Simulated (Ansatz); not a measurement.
# triplet PH: levels of theory in one basis

```tsv
atom	x (Å)	y (Å)	z (Å)
P	0.0000	0.0000	-0.7762
H	0.0000	0.0000	0.7762
```

Basis set: def2-SVP (spherical functions). Left uncorrelated: 5 orbitals. Correlation on ROHF uses semicanonical orbitals with singles. Charge 0, multiplicity 3.

Computed with Ansatz (development build ahead of 0.2.0); each method stands on the lowest determinant of its kind that the runs found.

| method | E − E(ROHF) (eV) | <S²> of the determinant |
| --- | --- | --- |
| ROHF | 0.00 | 2.00 |
| UHF | -0.16 | 2.02 |
| ROHF-MP2 | -2.38 | – |
| UHF-MP2 | -2.37 | 2.02 |
| ROHF-CCSD(T) | -3.05 | – |
| UHF-CCSD(T) | -3.05 | 2.02 |
